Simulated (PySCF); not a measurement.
All values below come from PBE-D3(BJ)/def2-TZVP // PBE-D3(BJ)/def2-SVP in PySCF 2.14.0. Isolated molecules, 0 K electronic values unless said otherwise. 

Reference species (SMILES): `[O]C` (neutral, multiplicity 2).

```yaml
highest_occupied_spin_orbital: -5.97 eV
```

Changed species: `[NH2]` (free radical NH2; the reference has free radical OCH3).

Give the shifts of the highest occupied spin orbital.

the highest occupied spin orbital drops by 1.23 eV, to -7.20 eV.
